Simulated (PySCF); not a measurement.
## Assignment exercise: C5H6O

Atom-mapped SMILES (the numbers label the heavy atoms): `[CH2:1]=[CH:2][C:3](=[O:4])[CH:5]=[CH2:6]`. Each H is labelled by its parent atom. Ha(C1), Ha(C6) are cis to C3; Hb(C1), Hb(C6) are trans to C3.

- NMR shieldings at PBE0/pcSseg-1/GIAO
- PBE0-D3(BJ)/def2-SVP structure
- J: B3LYP/pcJ-1 (without the spin–dipole term)
- program: PySCF 2.14
- averaged over atoms made equivalent by symmetry, fast rotation or ring inversion, relativity neglected, one computed conformer, gas phase

Chemical shifts δ = σref − σ; ¹³C and ¹H against TMS, all at this level.

**Question.** Assign these signals to the numbered atoms. ¹³C{¹H} NMR (computed): δ 186.4, 141.3, 141.3.

**Answer.** 
186.4 → C3, ketone carbonyl carbon: the double bond to the heteroatom, with no lone-pair donor beside it, deshields it most
141.3 → C2/C5, α carbon of a C=C–C=O unit: an sp2 carbon of a C=C bond
141.3 → C1/C6, β carbon of a C=C–C=O unit: conjugation with the carbonyl draws π density from the β position

C2/C5 and C1/C6 lie closer than the usual error of such a calculation, so a measured spectrum could show them in the other order.

**Question.** Assign these signals to the numbered atoms. ¹H NMR (400 MHz, computed): δ 7.08 (dd, J = 18.1, 3.0 Hz, 2H), 6.49 (dd, J = 18.1, 11.0 Hz, 2H), 6.11 (dd, J = 11.0, 3.0 Hz, 2H).

**Answer.** 
7.08 → Ha(C1)/Ha(C6), hydrogen on a β carbon of a C=C–C=O unit: attached to an sp2 carbon and in the plane of the double bond
6.49 → H(C2)/H(C5), hydrogen on an α carbon of a C=C–C=O unit: attached to an sp2 carbon and in the plane of the double bond
6.11 → Hb(C1)/Hb(C6), hydrogen on a β carbon of a C=C–C=O unit: a vinylic proton, deshielded by the sp2 carbon and the C=C anisotropy

Multiplet labels drop couplings under 1 Hz and merge nearly equal ones. Unscaled 3J(H,H) at this level run about 10 % above measured values. Shifts are as computed. Against solution values, carbons near 30 ppm lie about +2 ppm off and those near 130 ppm about +5 ppm. Of 1211 compounds with measured shifts, 218 miss one by over three times the rms of a fit or turn the order of signals round; such compounds aren't used in these exercises.
